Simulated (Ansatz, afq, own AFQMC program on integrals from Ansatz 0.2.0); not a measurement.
SbH$_{2}$⁻, singlet: AFQMC among the cluster methods

| atom | x (Å) | y (Å) | z (Å) |
| --- | --- | --- | --- |
| Sb | 0.0000 | -0.0198 | 0.0000 |
| H | 0.0000 | 1.1955 | 1.2291 |
| H | 0.0000 | 1.1955 | -1.2291 |

Basis def2-SVPD with its core potentials. Noble-gas cores (and the filled d shells of Ga–Kr and In–Xe) are frozen. Ansatz 0.2.0 and our own AFQMC program on the same integrals; the CISD trial comes from CCSD amplitudes, and released means the phaseless constraint is let go. Free AFQMC starts from the CCSD state and is never constrained. Its projection time is finite, and what remains of the start isn't in its error. Error bars are statistical, one sigma. No spin–orbit coupling.

Determinant: RHF, the one that the program's search chose, which needn't be the lowest solution. The geometry is a PBE0/def2-TZVPD stationary point of this or a neighbouring charge and spin state.

No full CI on the walks' own integrals is used here; CCSDT(Q) serves as the reference and is uncertain by about the last step of the cluster series.

Cautions: no spin-orbit coupling; inner d shell frozen.

```
T1 diagnostic                               : 0.0144
weight of the determinant in the CISD state : 0.898
size of the correlated space                : 8 electrons in 39 orbitals
```

Reference: CCSDT(Q), correlation energy -3.943 eV. The released energy is read at 2.40 1/Eh (meV from the phaseless value at times in 1/Eh: -8 ± 8 at 0.24, -5 ± 8 at 0.51, -4 ± 6 at 0.99, -11 ± 7 at 1.62, -8 ± 6 at 2.40).

```tsv
level	E − E(reference) (kcal/mol)	share of correlation (%)
HF	90.92	0.00
MP2	18.36	79.81
CCSD	3.20	96.48
CCSD(T)	0.59	99.36
CCSDT	0.15	99.84
ph-AFQMC/HF	-2.49 ± 1.01	102.74
ph-AFQMC/CISD	0.22 ± 0.18	99.75
released AFQMC	0.05 ± 0.14	99.95
free AFQMC	-0.15 ± 0.21	100.16
```

Free projections are given only where their last times agree within the noise and don't stop above the reference; a slow remainder of the start can still hide under it. A walk keeps the symmetry of its determinant, which the program's search chose and which needn't be the lowest solution, so a lower state of the same spin and another symmetry isn't excluded. Released energies are given only where the last usable release times agree within the noise; a slower fall can still hide under it.
